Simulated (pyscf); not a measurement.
PySCF, gas phase, ωB97X-D3(BJ)/def2-SVP geometries.

Problem. For F–SiH(O–SiH₃)–O–SiH₃ + water (H₂O) → HO–SiH(O–SiH₃)–O–SiH₃ + hydrogen fluoride (HF), a four-centre exchange (singlet surface; F–Si, H–O broken, O–Si, F–H formed), PBE/def2-TZVP gives ΔE‡ = 22.6 kcal/mol and ΔE = +11.3 kcal/mol (zero: the separated reactants). In which direction and how far do r²SCAN/def2-TZVP, M06-2X/def2-TZVP, ωB97M-D3(BJ)/def2-TZVP move these?

Solution. r²SCAN: ΔE‡ = 23.1 kcal/mol, ΔE = +11.4 kcal/mol; M06-2X: ΔE‡ = 25.2 kcal/mol, ΔE = +10.6 kcal/mol; ωB97M-D3(BJ): ΔE‡ = 24.8 kcal/mol, ΔE = +11.0 kcal/mol. PBE's barrier lies under all of them, by 0.5 to 2.6 kcal/mol. Its reaction energy matches one of them and lies within 0.6 kcal/mol of the others. On the product side the descent ends in a bound adduct, 9.6 kcal/mol under the separated species and 24.0 kcal/mol under the saddle at ωB97X-D3(BJ)/def2-TZVP. This is the saddle that the search found; another between the same sides may lie lower.
